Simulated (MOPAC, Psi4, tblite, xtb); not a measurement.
Interaction energy of C2H2 ··· CH4O (SMILES C#C and CO). Monomers: optimised at B3LYP-D3(BJ) (def2-TZVP), held rigid. Orientation: lowest of the rigid-body minima from ten starts at GFN2-xTB. Only R, the distance of the centres of mass, is varied, so the lowest point isn't the relaxed dimer.

Computed with: GFN1-xTB (xtb); PM7, restricted, heats of formation (MOPAC); GFN2-xTB (tblite); SAPT0/jun-cc-pVDZ, frozen core (Psi4).

Interaction energies in kcal/mol; the last columns give the difference from SAPT0:

| R / Å | GFN1-xTB | PM7 | GFN2-xTB | SAPT0/jun-cc-pVDZ | GFN1-xTB − SAPT0/jun-cc-pVDZ | PM7 − SAPT0/jun-cc-pVDZ | GFN2-xTB − SAPT0/jun-cc-pVDZ |
|---|---|---|---|---|---|---|---|
| 3.49 | 6.02 | 2.77 | 2.24 | -0.14 | 6.16 | 2.91 | 2.38 |
| 3.65 | 2.08 | 0.19 | -0.56 | -2.48 | 4.56 | 2.67 | 1.92 |
| 3.84 | -0.21 | -1.19 | -1.89 | -3.50 | 3.29 | 2.31 | 1.62 |
| 4.06 | -1.15 | -1.64 | -2.22 | -3.54 | 2.39 | 1.91 | 1.32 |
| 4.30 | -1.26 | -1.53 | -2.05 | -3.07 | 1.82 | 1.54 | 1.02 |
| 4.43 | -1.15 | -1.39 | -1.88 | -2.76 | 1.61 | 1.38 | 0.88 |
| 4.74 | -0.81 | -1.05 | -1.48 | -2.08 | 1.27 | 1.04 | 0.60 |
| 5.09 | -0.52 | -0.76 | -1.10 | -1.50 | 0.98 | 0.74 | 0.40 |
| 5.56 | -0.31 | -0.50 | -0.74 | -0.98 | 0.67 | 0.48 | 0.24 |
| 6.24 | -0.17 | -0.29 | -0.44 | -0.57 | 0.40 | 0.28 | 0.13 |
| 7.29 | -0.08 | -0.20 | -0.22 | -0.28 | 0.20 | 0.08 | 0.06 |
| 8.59 | -0.03 | -0.09 | -0.11 | -0.13 | 0.10 | 0.04 | 0.03 |

GFN1-xTB is furthest from SAPT0/jun-cc-pVDZ at 3.49 (6.16 kcal/mol, above); its mean absolute difference over the points is 1.95 kcal/mol.

PM7 is furthest from SAPT0/jun-cc-pVDZ at 3.49 (2.91 kcal/mol, above); its mean absolute difference over the points is 1.28 kcal/mol.

GFN2-xTB is furthest from SAPT0/jun-cc-pVDZ at 3.49 (2.38 kcal/mol, above); its mean absolute difference over the points is 0.88 kcal/mol.
